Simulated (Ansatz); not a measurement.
The input, for Ansatz 0.2.0:

```yaml
crystal:
  periodic: [false, false, false]
  atoms:
    - {symbol: B, position_ang: [0.000000, -0.188124, 1.715115]}
    - {symbol: Br, position_ang: [0.000000, 0.011759, -0.252218]}
    - {symbol: H, position_ang: [0.000000, 1.085637, 1.598465]}
basis:
  gaussian: {orbitals: cc-pVDZ}
magnetization: {spin_polarized: true, initial_magnetization: 3}
correlation: {method: ccsd_t, electrons: outside_noble_gas}
accuracy: high
output: {forces: true}
```

```sh
$ ansatz run in.yaml --threads 1 --pin off --events-out ev --progress --plain --max-ram 2393MiB
```

Output:

```
917 factors; integrals over basis functions are off by at most 4.6e-9 eV
mean field evaluation 1: about -70678.7930 eV, gradient 9.8e0 eV
mean field evaluation 2: about -70678.8372 eV, gradient 9.8e0 eV
mean field evaluation 4: about -70680.4156 eV, gradient 2.3e0 eV
mean field evaluation 8: about -70680.5531 eV, gradient 1.9e-1 eV
mean field evaluation 16: about -70680.5551 eV, gradient 1.8e-8 eV
mean field evaluation 32: about -70680.5249 eV, gradient 7.5e-1 eV
mean field evaluation 64: about -70678.3549 eV, gradient 9.5e-2 eV
mean field evaluation 96: about -70678.9744 eV, gradient 2.2e0 eV
mean field evaluation 128: about -70676.9891 eV, gradient 4.2e-1 eV
mean field -70680.55513578 eV, -2597.4624922391 hartree, gradient 3.2e-8 eV, S^2 3.767329; 4 other end points of the search recorded, 0 dependent functions left out
determinant -70680.55513578 eV, -2597.4624922391 hartree, with singles and doubles -70685.66601806 eV, -2597.6503136985 hartree
determinant -70679.24637406 eV, -2597.4143961328 hartree, with singles and doubles -70684.19266713 eV, -2597.5961690505 hartree
determinant -70678.35523506 eV, -2597.3816473786 hartree, with singles and doubles -70683.42651334 eV, -2597.5680134179 hartree
15 core orbitals not correlated: weight in the atoms' cores, before any rotation towards them, 1.000 or more for the frozen orbitals, at most 0.000 for the correlated occupied ones
reference -70680.55513578 eV, -2597.4624922391 hartree; 7, 4 occupied and 24, 27 virtual orbitals, 917 factors
second order -4.44827699 eV of doubles, -0.00000000 eV of singles
cycle   1  -5.11089504 eV  change   -1.3e-5 eV  update   5.1e-4
cycle   2  -5.11095473 eV  change   -6.0e-5 eV  update   3.6e-4
cycle   3  -5.11092084 eV  change    3.4e-5 eV  update   1.6e-4
cycle   4  -5.11092954 eV  change   -8.7e-6 eV  update   9.8e-5
cycle   5  -5.11099930 eV  change   -7.0e-5 eV  update   4.8e-5
cycle   6  -5.11099155 eV  change    7.7e-6 eV  update   2.5e-5
cycle   7  -5.11096312 eV  change    2.8e-5 eV  update   9.4e-6
cycle   8  -5.11096378 eV  change   -6.6e-7 eV  update   2.0e-6
cycle   9  -5.11096530 eV  change   -1.5e-6 eV  update   7.1e-7
cycle  10  -5.11096559 eV  change   -2.9e-7 eV  update   2.9e-7
cycle  11  -5.11096563 eV  change   -3.7e-8 eV  update   1.2e-7
cycle  12  -5.11096560 eV  change    2.8e-8 eV  update   4.2e-8
cycle  13  -5.11096561 eV  change   -7.3e-9 eV  update   2.2e-8
cycle  14  -5.11096558 eV  change    3.3e-8 eV  update   7.4e-8
cycle  15  -5.11096556 eV  change    1.5e-8 eV  update   2.4e-8
cycle  16  -5.11096556 eV  change   6.1e-11 eV  update   7.0e-9
cycle  17  -5.11096556 eV  change  -5.4e-10 eV  update   2.4e-9
cycle  18  -5.11096556 eV  change  -7.1e-11 eV  update  8.3e-10
perturbative correction -0.13587107 eV, -0.0049931696 hartree
the calculation of the forces begins
Total energy: -70685.80197241 eV, -2597.6553099288 hartree
Atom 0 at     0.000000    -0.188124     1.715115 Å, force     0.000000    -0.190760     0.661649 eV/Å
Atom 1 at     0.000000     0.011759    -0.252218 Å, force    -0.000000     0.030152    -0.712118 eV/Å
Atom 2 at     0.000000     1.085637     1.598465 Å, force    -0.000000     0.160607     0.050469 eV/Å
Dipole moment:    -0.000000     0.133551    -0.317208 e Å
```

Forces (eV/Å):
```
B    0.000 -0.191  0.662
Br   0.000  0.030 -0.712
H    0.000  0.161  0.050
```

Ran on 1 thread of INTEL XEON PLATINUM 8581C, shared host: 6 s wall, 0.22 GiB peak host memory.
